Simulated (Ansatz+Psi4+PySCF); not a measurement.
Values are calculated unless marked as measured or tabulated.
This Psi4 input gave a total energy of -78.28912 hartree.

```
molecule {
0 3
C 0.570700 0.875000 0.648900
C 0.029300 -0.275000 -0.048900
H -0.048400 1.730900 0.896600
H 1.613100 0.918300 0.946800
H 0.033100 -0.334200 -1.132300
H -0.397800 -1.115000 0.488900
}

set basis cc-pVTZ
set reference rohf
set scf_type pk
set mp2_type conv
set cc_type conv
set num_frozen_docc 2
energy('mp2')
```

Task: Write an input for Ansatz with the same method and basis set.

Result:

```yaml
crystal:
  periodic: [false, false, false]
  atoms:
    - { symbol: C, position_ang: [0.5707, 0.875, 0.6489] }
    - { symbol: C, position_ang: [0.0293, -0.275, -0.0489] }
    - { symbol: H, position_ang: [-0.0484, 1.7309, 0.8966] }
    - { symbol: H, position_ang: [1.6131, 0.9183, 0.9468] }
    - { symbol: H, position_ang: [0.0331, -0.3342, -1.1323] }
    - { symbol: H, position_ang: [-0.3978, -1.115, 0.4889] }
basis:
  gaussian: { orbitals: cc-pVTZ }
magnetization:
  initial_magnetization: 2
hamiltonian:
  xc: hf
correlation:
  method: mp2
  frozen_orbitals: { C: 1, H: 0 }
scf:
  omitted_lower_state_checks: [stability, starts, atomic_configurations, cluster_reference, orbital_swaps, given_window_search, neighbouring_geometries, increment]
```

Ansatz (development build ahead of 0.2.0) gave -78.28912 hartree, 0.03 meV from the first. Caution: another spin multiplicity may lie lower.
